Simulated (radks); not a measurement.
# P³⁺ in [Ne] 3s2: an all-electron calculation

The task here is to estimate one member of a computed series from the others.

The numbers are computed with radks (a radial shooting solver on a logarithmic mesh, Libxc functionals) version 1 (scalar-relativistic Kohn-Sham, BLYP, spin-polarised, spherical densities, point nucleus), except any that are marked as measured or tabulated.

## What is computed

* element: phosphorus (Z = 15)
* charge: +3
* electrons: 12
* configuration: [Ne] 3s2

The outer shells:

P³⁺
```
[Ne] core
3s [↑↓]
```

The first run:

The run's settings:

```text
Z 15
configuration [Ne] 3s2 3p0 4s0 3d0 4f0
relativity scalar-relativistic
functional b88,lyp
spin polarised
nucleus point
c 137.035999084
```

Command:

```bash
> python run_ks.py task.json out
```

The same process makes all the runs of this session.

One of the session's tables, all rows but one given; the rest of the session is left out.

It belongs to the step «Shells». Sizes of the orbitals, from the radial functions (bohr):

| level | <r> | outermost maximum (interpolated) | 90 % within | nodes |
| --- | --- | --- | --- | --- |
| 1s | 0.1036 | 0.0676 | 0.185 | 0 |
| 2s | ? | ? | ? | ? |
| 2p | 0.4831 | 0.353 | 0.808 | 0 |
| 3s | 1.669 | 1.47 | 2.48 | 2 |
| 3p | 1.844 | 1.59 | 2.78 | 1 |
| 3d | 2.240 | 1.85 | 3.49 | 0 |

Estimate the missing values for 2s.

**Answer.** <r>: 0.5188; outermost maximum (interpolated): 0.418; 90 % within: 0.815; nodes: 1. In the column «<r>» it lies between 2p (0.4831) and 3s (1.669).
